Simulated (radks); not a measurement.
# N²⁺ inside a hard spherical wall

Aim: energy, levels and pressure of N²⁺ as a wall, at which all orbitals vanish, closes in. The configuration stays [He] 2s2 2p1.

Program: radks (a radial shooting solver on a logarithmic mesh, Libxc functionals) version 1. Level of theory: non-relativistic Kohn-Sham, PBEsol, spin-polarised, spherical densities, point nucleus; open shells are filled with parallel spins first. These are calculated values, not measurements, unless marked.

### Step 1. The atom as given

| Item | Value |
| --- | --- |
| element | nitrogen (Z = 7) |
| charge | +2 |
| electrons | 5 |
| configuration | [He] 2s2 2p1 |

Outer shells as boxes (Hund's rule):

N²⁺
```
[He] core
2s [↑↓]
2p [↑ ][  ][  ]
```

### Step 2. The free atom

Settings of this run:

```text
Z 7
configuration [He] 2s2 2p1 3s0 3p0 3d0
relativity non-relativistic
functional pbe_sol,pbe_sol
spin polarised
nucleus point
```

### Step 3. Wall at 15 bohr

Changes since step 2:

```diff
@@ -6 +6,2 @@
 nucleus point
+wall 15 bohr
```

### Step 4. Wall at 12 bohr

Changes since step 3:

```diff
@@ -6,2 +6,2 @@
 nucleus point
-wall 15 bohr
+wall 12 bohr
```

### Step 5. Wall at 10 bohr

Changes since step 4:

```diff
@@ -6,2 +6,2 @@
 nucleus point
-wall 12 bohr
+wall 10 bohr
```

### Step 6. Wall at 7 bohr

Changes since step 5:

```diff
@@ -6,2 +6,2 @@
 nucleus point
-wall 10 bohr
+wall 7 bohr
```

### Step 7. Wall at 6 bohr

Changes since step 6:

```diff
@@ -6,2 +6,2 @@
 nucleus point
-wall 7 bohr
+wall 6 bohr
```

### Step 8. Wall at 5 bohr

Changes since step 7:

```diff
@@ -6,2 +6,2 @@
 nucleus point
-wall 6 bohr
+wall 5 bohr
```

### Step 9. Wall at 4 bohr

Changes since step 8:

```diff
@@ -6,2 +6,2 @@
 nucleus point
-wall 5 bohr
+wall 4 bohr
```

### Step 10. Wall at 3.5 bohr

Changes since step 9:

```diff
@@ -6,2 +6,2 @@
 nucleus point
-wall 4 bohr
+wall 3.5 bohr
```

### Step 11. Wall at 3 bohr

Changes since step 10:

```diff
@@ -6,2 +6,2 @@
 nucleus point
-wall 3.5 bohr
+wall 3 bohr
```

### Step 12. Wall at 1.5 bohr

Changes since step 11:

```diff
@@ -6,2 +6,2 @@
 nucleus point
-wall 3 bohr
+wall 1.5 bohr
```

**Question.** What will these runs give? Wanted: for each run, R; E − E(free); ε(2p); ε(3s, empty); ε(3p, empty); ε(3d, empty); pressure.

The runs gave:

```csv
R (bohr),E − E(free) (eV),ε(2p) (eV),"ε(3s, empty) (eV)","ε(3p, empty) (eV)","ε(3d, empty) (eV)",pressure (GPa)
free,0.000,-38.415,-,-,-,0
15,0.000,-38.415,-,-,-,< 0.0001
12,0.000,-38.415,-,-,-,< 0.0001
10,0.000,-38.415,-,-,-,< 0.0001
7,0.000,-38.415,-13.117,-10.407,-7.814,< 0.0001
6,0.000,-38.414,-12.673,-9.779,-7.266,0.00138
5,0.004,-38.406,-11.188,-7.983,-5.928,0.0424
4,0.082,-38.282,-6.188,-2.682,-2.502,1.29
3.5,0.350,-37.959,-0.051,3.309,1.068,7.07
3,1.445,-36.953,11.992,14.395,7.407,38.6
1.5,89.160,-0.126,241.38,197.27,109.05,9772
```

What this shows: Eigenvalues are for spin up. At the tightest wall, 1.5 bohr, the energy stands 89.160 eV above the free atom and the pressure, −dE/dV, is 9772 GPa. Of the levels in the table that exist at both ends, 2p rises most from the free atom (38.289 eV). Shells are not refilled when levels cross, and a hard wall is a model, not a crystal.
